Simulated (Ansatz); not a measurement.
Geometry optimisation, RKS BLYP-D4/6-31G* (Ansatz).

input.yaml

```yaml
crystal:
  periodic: [false, false, false]
  atoms:
    - { symbol: Si, position_ang: [0.0, 0.0, 0.0] }
    - { symbol: H, position_ang: [0.0, 0.0, 1.81] }
    - { symbol: H, position_ang: [1.3768, 0.0, -0.4862] }
    - { symbol: H, position_ang: [-0.6877, 1.1914, -0.4862] }
    - { symbol: Cl, position_ang: [-1.0032, -1.7381, -0.7093] }
    - { symbol: P, position_ang: [0.9228, -2.165, 0.782] }
    - { symbol: H, position_ang: [0.0303, -3.2136, 0.4353] }
    - { symbol: H, position_ang: [2.1821, -2.3934, 0.1669] }
    - { symbol: H, position_ang: [0.3721, -0.8731, 1.8858] }
basis:
  gaussian: { orbitals: "6-31G*" }
hamiltonian:
  xc: blyp
  dispersion: d4
relax:
  f_tol: 0.15
  max_steps: 25
  restrain:
    - { distance: [0, 5], at: 2.18, k: 30.0 }
    - { distance: [8, 1], at: 0.66, k: 30.0 }
    - { distance: [0, 1], at: 2.66, k: 30.0 }
    - { distance: [8, 5], at: 2.62, k: 30.0 }
```

Launched with:

```bash
$ ansatz run input.yaml --threads 2 --pin off --max-ram 3072MiB --backend cpu --events-out ev --progress --plain --runs-dir out
```

Task: Where does it end, and by what steps?

Result: It converged. The restraints hold the end off the free minimum. After 14 steps the energy has fallen by 5.444 eV (the restraints' own energy left out); Cl5 moved furthest, 1.17 Å. Joined: H2–H9 (0.95 → 0.71 Å).

```tsv
step	energy less start (eV)	largest force component (eV/Å)	accepted
0	0.0000	4.412	yes
1	-0.4162	3.946	yes
2	-0.7608	4.425	yes
3	-2.2856	3.246	yes
4	-3.4393	2.561	yes
5	-4.2719	1.651	yes
6	-4.8212	1.256	yes
7	-5.1072	1.315	yes
8	-5.2645	1.057	yes
9	-5.3259	1.192	yes
10	-5.3652	1.236	yes
11	-5.4120	1.207	yes
12	-5.4388	1.258	yes
13	-5.4414	1.244	no
14	-5.4438	1.276	yes
```

```xyz
9
Properties=species:S:1:pos:R:3
Si 0.262 -0.501 -0.444
H -0.198 -0.130 2.164
H 1.290 0.241 -1.236
H -0.565 0.482 0.306
Cl -1.044 -1.406 -1.833
P 1.353 -1.925 0.847
H 0.196 -2.719 1.173
H 1.742 -2.767 -0.258
H 0.157 -0.467 2.679
```

Time of the run: 19 s on 2 threads of Arm Neoverse V2 (shared host), peak memory 0.13 GiB.
